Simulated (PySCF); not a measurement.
**Computed and reference excited states of `C#CC=S` (thiopropynal)**

Published values to compare with (the computed states carry no symmetry labels, so the two lists aren't matched line by line):

```tsv
state	E (eV)	f	kind of transition	source
3A''(n→π*)	1.64		0-0 transition	[1]
3A''(n→π*)	1.80		vertical absorption	[2]
1A''(n→π*)	1.82		0-0 transition	[1]
1A''(n→π*)	2.02		vertical absorption	[3]
1A''(n→π*)	2.03	0.000	vertical absorption	[2]
```

[1] measured, gas; Loos, Lipparini, Boggio-Pasqua, Scemama, Jacquemin (2019), arXiv:1912.04173, literature columns
[2] computed, theoretical best estimate (aug-cc-pVTZ, frozen core, CC3 geometry), gas; Veril, Scemama, Caffarel, Lipparini, Boggio-Pasqua, Jacquemin, Loos, WIREs Comput. Mol. Sci. 2021, 11, e1517 (QUESTDB)
[3] computed, theoretical best estimate (aug-cc-pVTZ), revised with CC4, gas; Loos, Lipparini, Matthews, Blondel, Jacquemin, revising reference values with EOM-CC4 (2022), arXiv:2204.11658

Species: thiopropynal, C₃H₂S.
InChI=1S/C3H2S/c1-2-3-4/h1,3H

The calculation used PySCF 2.14.0, density-fitted response routines, TDDFT CAM-B3LYP/def2-SVPD, vertical, gas phase, core orbitals frozen in the response. Isolated species at its GFN2-xTB geometry, gas phase.

Computed singlets: 2.00 eV (f 0.000); 4.06 eV (f 0.001); 4.63 eV (f 0.260); 6.34 eV (f 0.100); 6.53 eV (f 0.012); 6.54 eV (f 0.003); 6.81 eV (f 0.076); 7.03 eV (f 0.004). Computed triplets (Tamm–Dancoff): 1.51, 2.39, 3.78 eV.

**Question.** How does the lowest computed triplet compare with the best estimate listed for the lowest triplet (vertical absorption)?

**Answer.** 1.51 eV against 1.80 eV for 3A''(n→π*) [2]: a difference of -0.29 eV. Geometry and basis of the two calculations needn't be the same.

Note on [3]: revises the 2021 QUESTDB value.

Adiabatic (Te) and 0-0 energies refer to the relaxed excited state and aren't the vertical quantity computed here.
